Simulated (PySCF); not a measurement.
Structure with atom numbers: `[CH:1]#[C:2][CH2:3][F:4]`. Hydrogens are named by the atom that carries them.

GIAO PBE0/pcSseg-1 shifts (PySCF 2.14, gas phase, non-relativistic, equivalent atoms averaged), each against references optimised in the same way as the molecule (TMS, CFCl3).

On the GFN2-xTB geometry: C1 86.4, C2 83.1, C3 73.4, F4 -250.4, H(C3) 5.32, H(C1) 2.19 ppm.

Question: What changes on the PBE0-D3(BJ)/def2-SVP geometry?

Answer: 
```json
{"atoms": "C1", "δ (ppm)": "84.7", "change": "-1.7"}
{"atoms": "C2", "δ (ppm)": "81.6", "change": "-1.5"}
{"atoms": "C3", "δ (ppm)": "70.8", "change": "-2.6"}
{"atoms": "F4", "δ (ppm)": "-246.9", "change": "+3.5"}
{"atoms": "H(C3)", "δ (ppm)": "4.99", "change": "-0.33"}
{"atoms": "H(C1)", "δ (ppm)": "2.58", "change": "+0.39"}
```

Unscaled 19F shifts against computed CFCl3 carry errors that often reach 10 to 50 ppm.

Bonds between heavy atoms that differ most (equivalent bonds averaged): C1–C2 1.196 → 1.210 Å, C2–C3 1.449 → 1.459 Å, C3–F4 1.377 → 1.369 Å. Mean change of bonds to hydrogen: C–H +0.013 Å.
